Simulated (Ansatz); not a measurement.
Process, species as SMILES: P (PH3) → [PH2] (PH2) + H atom
B3LYP-D3(BJ)/def2-TZVP geometries, fixed; electronic energies without zero-point terms.

Basis-set convergence of the bond dissociation energy at PBE with Ansatz (a first-principles code). Cartesian d functions, on some or all atoms, in 6-311G**, 6-311+G**; all else is spherical. The program fits the integrals of some runs and decomposes those of others, by size. Open shells are unrestricted. No added dispersion term, no relativity. Functions are those of the species that has most. Reference: the value in pcseg-4, 84.70 kcal/mol, itself unsure by roughly 0.02 kcal/mol (its mean distance from aug-pcseg-3, aug-cc-pV(Q+d)Z, cc-pV(5+d)Z). Deviations are taken from unrounded values.

```json
[
 {"basis": "STO-3G", "functions": "12", "bond dissociation energy (kcal/mol)": "113.32", "minus reference (kcal/mol)": "28.62"},
 {"basis": "pcseg-0", "functions": "19", "bond dissociation energy (kcal/mol)": "77.88", "minus reference (kcal/mol)": "-6.82"},
 {"basis": "def2-SVP", "functions": "33", "bond dissociation energy (kcal/mol)": "84.16", "minus reference (kcal/mol)": "-0.54"},
 {"basis": "cc-pV(D+d)Z", "functions": "38", "bond dissociation energy (kcal/mol)": "84.21", "minus reference (kcal/mol)": "-0.49"},
 {"basis": "6-311G**", "functions": "45", "bond dissociation energy (kcal/mol)": "84.34", "minus reference (kcal/mol)": "-0.36"},
 {"basis": "def2-SVPD", "functions": "48", "bond dissociation energy (kcal/mol)": "84.65", "minus reference (kcal/mol)": "-0.05"},
 {"basis": "6-311+G**", "functions": "49", "bond dissociation energy (kcal/mol)": "84.21", "minus reference (kcal/mol)": "-0.49"},
 {"basis": "def2-TZVPD", "functions": "70", "bond dissociation energy (kcal/mol)": "84.67", "minus reference (kcal/mol)": "-0.03"},
 {"basis": "def2-TZVPP", "functions": "84", "bond dissociation energy (kcal/mol)": "84.89", "minus reference (kcal/mol)": "0.19"},
 {"basis": "aug-pcseg-2", "functions": "119", "bond dissociation energy (kcal/mol)": "84.56", "minus reference (kcal/mol)": "-0.14"},
 {"basis": "aug-cc-pV(T+d)Z", "functions": "124", "bond dissociation energy (kcal/mol)": "84.66", "minus reference (kcal/mol)": "-0.04"},
 {"basis": "aug-cc-pV(Q+d)Z", "functions": "227", "bond dissociation energy (kcal/mol)": "84.72", "minus reference (kcal/mol)": "0.02"},
 {"basis": "aug-pcseg-3", "functions": "236", "bond dissociation energy (kcal/mol)": "84.69", "minus reference (kcal/mol)": "-0.01"}
]
```

The smallest set listed that lies within 1 kcal/mol of the reference with all its larger relatives (same family, alike in diffuse functions; a set with none counts only in the reference's own line) is def2-SVP (33 functions, -0.54 kcal/mol off). Inside, with no larger relative to test it: 6-311G**. (Relatives not listed, tested too: def2-TZVP 0.02, 6-311++G(2d,2p) -0.16, cc-pV(T+d)Z 0.13, def2-TZVPPD 0.13, 6-311++G(3df,3pd) 0.14, cc-pV(Q+d)Z 0.08, def2-QZVP 0.00, def2-QZVPP 0.00, def2-QZVPPD -0.01, cc-pV(5+d)Z 0.04 kcal/mol.)
